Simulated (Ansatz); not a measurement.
Worked example: correlation energy of B–CH–Cl, quartet

Geometry: displaced at random from a stationary point.

```xyz
4

B    -0.0271   -0.4717    1.9636
C    -0.0279    0.4272    0.7927
Cl    0.0201   -0.0439   -0.8902
H    -0.0827    1.5111    0.8059
```

Basis cc-pVDZ; Ansatz 0.2.0. Correlated methods freeze the noble-gas cores, which leaves 15 electrons in 44 orbitals. Prefix R: restricted or restricted open-shell reference; prefix U: unrestricted.

Full CI isn't at hand for all of this; UCCSDT(Q) serves as the reference, and is uncertain by about the last step of the cluster series.

Runs differ by some tens of microhartree through their thresholds and, for an open shell, their frozen cores, so steps under 0.03 kcal/mol mean nothing.

```csv
level,total energy (hartree)
UHF,-522.476410
UMP2,-522.759099
UCCSD,-522.792364
UCCSD(T),-522.802134
UCCSDT,-522.803354
UCCSDT(Q),-522.804144
```

Task: What is the correlation energy at UCCSDT(Q), and what share of it do UMP2 and UCCSDT recover?

Result: E(corr) = -522.804144 − (-522.476410) = -0.327734 hartree = -8.918 eV. UMP2: -0.282689 / -0.327734 = 86.26 %. UCCSDT: -0.326944 / -0.327734 = 99.76 %.

Task: By how many kcal/mol does UCCSD(T) miss UCCSDT(Q) (1 hartree = 627.509 kcal/mol), and which steps make up the rest?

Result: -522.802134 − (-522.804144) = 0.002010 hartree = 1.26 kcal/mol. Steps: UCCSDT − UCCSD(T) = -0.77, UCCSDT(Q) − UCCSDT = -0.50 kcal/mol. Differences between like states or geometries often cancel part of this.
